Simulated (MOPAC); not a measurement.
MOPAC input (MNDO):

```
MNDO PRECISE GNORM=0.05 LET XYZ CHARGE=1 GEO-OK AUX(PRECISION=9) THREADS=1
C3H10N

N    -0.00063421 1    0.00096609 1    0.34015201 1
C    -0.00079430 1    1.43277720 1   -0.10735190 1
C     1.24176433 1   -0.71596738 1   -0.09893236 1
C    -1.24039234 1   -0.71768981 1   -0.10355541 1
H     0.00121791 1    1.45064790 1   -1.19438303 1
H     0.89006992 1    1.92223033 1    0.27736210 1
H    -0.89376383 1    1.92099248 1    0.27403969 1
H     1.26194830 1   -0.72952092 1   -1.18584036 1
H     1.21818719 1   -1.73118392 1    0.28835021 1
H     2.10904024 1   -0.18572320 1    0.28562181 1
H    -1.25650860 1   -0.73126855 1   -1.19053101 1
H    -2.10982976 1   -0.18865079 1    0.27776411 1
H    -1.21684906 1   -1.73287366 1    0.28381492 1
H    -0.00253901 1    0.00386768 1    1.36177551 1
```

Question: What heat of formation does the run end on?

Answer: 167.18 kcal/mol.
